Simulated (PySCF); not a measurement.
## CN: from constants to spectrum

ROHF-CCSD(T) constants of CN, ²Σ⁺ (doublet), unpaired electrons σ ↑ (basis C pcseg-1, N pcseg-1; no relativity; PySCF 2.14; masses 12.0000 and 14.0031 u):

| Item | Value |
| --- | --- |
| ωe | 2064.5 cm⁻¹ |
| ωexe | 13.2 cm⁻¹ |
| Be | 1.8535 cm⁻¹ |
| αe | 0.0169 cm⁻¹ |
| De to C + N | 7.09 eV |

**Question.** What force constant and bond length do these constants imply?

**Answer.** Reduced mass μred = 6.4622 u; k = 5.8918×10⁻⁷·μred·ωe² (u, cm⁻¹, mdyn/Å) = 16.2 mdyn/Å; Re = √(16.8576/(μred·Be)) (u, cm⁻¹, Å) = 1.186 Å.

**Question.** Estimate the centrifugal constant D from the Kratzer relation and find the Dunham coefficient a1.

**Answer.** D = 4Be³/ωe² = 5.98e-06 cm⁻¹; a1 = −1 − αeωe/(6Be²) = -2.69.

Correlated steps freeze 2 core orbitals. Correlated levels converge slowly with the basis: in double zeta they bind strong bonds too weakly, by up to about 1 eV, and carry superposition errors of some tenths. The CCSD T1 diagnostic is raised, a sign that a single reference may not be enough here. The state was picked by a PBE0 search and need not be the measured ground state.
